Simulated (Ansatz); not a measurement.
Si(F)4 cation (F₄Si), SMILES F[Si](F)(F)F (connectivity only; charge and spin as stated), charge +1, multiplicity 2.

Coordinates come from a ωB97X-D3(BJ)/def2-SVP optimisation. The spin state was assumed, not searched. The isomer is the one that the SMILES or the coordinates give; other isomers of the formula were not compared.

Two levels are set side by side: PBE/def2-SVPD (Ansatz, an electronic-structure program) and PBE0/def2-SVPD (Ansatz). Energy differences of separate SCF runs at the same geometry; the states with an electron removed or added have multiplicity 3 and 1. Differences are taken from unrounded values.

```tsv
quantity	PBE0
vertical ionisation energy (eV)	23.02
vertical electron affinity (eV)	13.23
```

Question: What does PBE give, and how far is it from PBE0? (Estimate from the structure and the level; the computed values follow.)

Answer: 
```csv
quantity,PBE,PBE minus PBE0
vertical ionisation energy (eV),22.14,-0.89
vertical electron affinity (eV),12.81,-0.42
```
